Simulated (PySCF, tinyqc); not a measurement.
MP2 on RHF in the sto-3g basis, frozen core, for CH2, spin multiplicity 1, step by step. The lowest restricted solution is unstable here: a spin-polarised one lies 0.0247 hartree lower (PySCF). One step of it, computed by the program tinyqc.

Problem. Second-order Moller-Plesset energy. E2 = sum_ijab (ia|jb) [2 (ia|jb) - (ib|ja)] / (e_i + e_j - e_a - e_b) over occupied i, j and virtual a, b; the opposite-spin part is (ia|jb)^2 / denominator, the rest is same-spin, and SCS-MP2 scales them by 6/5 and 1/3.

orbital energies (hartree): MO1 -11.016822, MO2 -0.766971, MO3 -0.456823, MO4 -0.297396, MO5 0.230405, MO6 0.488489, MO7 0.557456

Two-electron integrals over orbitals (pq|rs), unique and non-zero (hartree); the lowest 1 orbital is frozen and left out:
```
(22|22) 0.531252    (32|22) 0.001039    (32|32) 0.130357    (33|22) 0.486376
(33|32) -0.000516   (33|33) 0.493165    (42|22) 0.009335    (42|32) 0.000131
(42|33) 0.021738    (42|42) 0.085856    (43|22) 0.000453    (43|32) 0.033379
(43|33) -0.000147   (43|42) -0.000551   (43|43) 0.041268    (44|22) 0.493638
(44|32) -0.000449   (44|33) 0.443628    (44|42) -0.088946   (44|43) 0.000750
(44|44) 0.616230    (52|52) 0.094051    (53|52) -0.000334   (53|53) 0.017809
(54|52) -0.041426   (54|53) 0.000236    (54|54) 0.048725    (55|22) 0.543391
(55|32) -0.000218   (55|33) 0.458874    (55|42) -0.060040   (55|43) 0.000728
(55|44) 0.561662    (55|55) 0.672833    (62|22) 0.088430    (62|32) -0.000814
(62|33) 0.027301    (62|42) -0.000006   (62|43) 0.001022    (62|44) 0.059635
(62|55) 0.122223    (62|62) 0.093591    (63|22) -0.002946   (63|32) -0.063005
(63|33) -0.000616   (63|42) 0.001855    (63|43) -0.039715   (63|44) -0.003209
(63|55) -0.004397   (63|62) -0.003340   (63|63) 0.084621    (64|22) 0.044488
(64|32) 0.002116    (64|33) 0.002298    (64|42) -0.028520   (64|43) 0.000606
(64|44) 0.079470    (64|55) 0.073790    (64|62) 0.053163    (64|63) -0.003504
(64|64) 0.051991    (65|52) 0.050220    (65|53) -0.000725   (65|54) -0.007821
(65|65) 0.037680    (66|22) 0.511206    (66|32) -0.005679   (66|33) 0.487301
(66|42) 0.050195    (66|43) -0.002930   (66|44) 0.447077    (66|55) 0.486525
(66|62) 0.065326    (66|63) 0.003668    (66|64) 0.019948    (66|66) 0.546837
(72|22) 0.002814    (72|32) 0.010955    (72|33) 0.000636    (72|42) -0.000404
(72|43) -0.034236   (72|44) 0.002306    (72|55) 0.004033    (72|62) 0.001433
(72|63) 0.043521    (72|64) 0.001914    (72|66) 0.002987    (72|72) 0.057157
(73|22) 0.070519    (73|32) -0.002293   (73|33) 0.023822    (73|42) -0.065336
(73|43) -0.000444   (73|44) 0.112628    (73|55) 0.134584    (73|62) 0.072675
(73|63) -0.001429   (73|64) 0.061497    (73|66) 0.010054    (73|72) 0.003600
(73|73) 0.123612    (74|22) 0.000496    (74|32) -0.073297   (74|33) 0.000490
(74|42) -0.000478   (74|43) -0.003748   (74|44) 0.001943    (74|55) 0.001665
(74|62) 0.001827    (74|63) 0.046682    (74|64) -0.000714   (74|66) 0.003684
(74|72) -0.009456   (74|73) 0.002946    (74|74) 0.065431    (75|52) 0.001612
(75|53) 0.018315    (75|54) -0.000317   (75|65) 0.000473    (75|75) 0.022688
(76|22) 0.001194    (76|32) 0.101586    (76|33) -0.000606   (76|42) 0.001877
(76|43) 0.048078    (76|44) -0.001719   (76|55) -0.000526   (76|62) 0.000869
(76|63) -0.074298   (76|64) 0.001776    (76|66) -0.004531   (76|72) -0.019703
(76|73) -0.003788   (76|74) -0.054554   (76|76) 0.106981    (77|22) 0.503290
(77|32) 0.006103    (77|33) 0.495142    (77|42) -0.016107   (77|43) 0.003022
(77|44) 0.502801    (77|55) 0.513307    (77|62) 0.045381    (77|63) -0.006553
(77|64) 0.022350    (77|66) 0.495095    (77|72) 0.000418    (77|73) 0.066818
(77|74) -0.002826   (77|76) 0.005265    (77|77) 0.536888
```

Hartree-Fock energy = -38.33198383 hartree

Give: Terms; Pair energies; MP2 correlation energy; SCS-MP2 correlation energy; MP2 total energy.

Solution.

Terms (the 40 largest of 45):
```
i  j  a  b    (ia|jb)    (ib|ja)  denominator       term
3  3  7  7      0.124      0.124       -2.029     -0.008
2  2  5  5      0.094      0.094       -1.995  -4.43e-03
3  3  6  6      0.085      0.085       -1.891  -3.79e-03
2  2  6  6      0.094      0.094       -2.511  -3.49e-03
2  3  6  7      0.073      0.044       -2.270  -3.26e-03
3  2  7  6      0.073      0.044       -2.270  -3.26e-03
3  4  7  6      0.061      0.047       -1.800  -2.61e-03
4  3  6  7      0.061      0.047       -1.800  -2.61e-03
4  4  7  7      0.065      0.065       -1.710  -2.50e-03
4  4  5  5      0.049      0.049       -1.056  -2.25e-03
4  4  6  6      0.052      0.052       -1.572  -1.72e-03
2  4  6  6      0.053      0.053       -2.041  -1.38e-03
4  2  6  6      0.053      0.053       -2.041  -1.38e-03
2  2  7  7      0.057      0.057       -2.649  -1.23e-03
2  4  5  5     -0.041     -0.041       -1.525  -1.13e-03
4  2  5  5     -0.041     -0.041       -1.525  -1.13e-03
4  3  7  6      0.047      0.061       -1.800  -8.26e-04
3  4  6  7      0.047      0.061       -1.800  -8.26e-04
3  2  6  7      0.044      0.073       -2.270  -2.75e-04
2  3  7  6      0.044      0.073       -2.270  -2.75e-04
3  3  5  5      0.018      0.018       -1.374  -2.31e-04
2  4  7  7     -0.009     -0.009       -2.179  -4.10e-05
4  2  7  7     -0.009     -0.009       -2.179  -4.10e-05
4  3  6  6  -3.50e-03  -3.50e-03       -1.731  -7.09e-06
3  4  6  6  -3.50e-03  -3.50e-03       -1.731  -7.09e-06
2  3  7  7   3.60e-03   3.60e-03       -2.339  -5.54e-06
3  2  7  7   3.60e-03   3.60e-03       -2.339  -5.54e-06
2  3  6  6  -3.34e-03  -3.34e-03       -2.201  -5.07e-06
3  2  6  6  -3.34e-03  -3.34e-03       -2.201  -5.07e-06
4  3  7  7   2.95e-03   2.95e-03       -1.869  -4.64e-06
3  4  7  7   2.95e-03   2.95e-03       -1.869  -4.64e-06
4  2  6  7   1.91e-03   1.83e-03       -2.110  -1.82e-06
2  4  7  6   1.91e-03   1.83e-03       -2.110  -1.82e-06
4  2  7  6   1.83e-03   1.91e-03       -2.110  -1.51e-06
2  4  6  7   1.83e-03   1.91e-03       -2.110  -1.51e-06
3  3  6  7  -1.43e-03  -1.43e-03       -1.960  -1.04e-06
3  3  7  6  -1.43e-03  -1.43e-03       -1.960  -1.04e-06
2  2  6  7   1.43e-03   1.43e-03       -2.580  -7.96e-07
2  2  7  6   1.43e-03   1.43e-03       -2.580  -7.96e-07
4  4  6  7  -7.14e-04  -7.14e-04       -1.641  -3.11e-07
```

Pair energies (hartree; pair i-j sums ij and ji):
```
pair  opposite spin  same spin
2-2          -0.009          0
3-2          -0.006  -7.49e-04
3-3          -0.012          0
4-2          -0.005  -7.18e-09
4-3          -0.007  -2.44e-04
4-4          -0.006          0
```

MP2 correlation energy = -0.04628 hartree

SCS-MP2 correlation energy = -0.05467 hartree

MP2 total energy = -38.37826 hartree
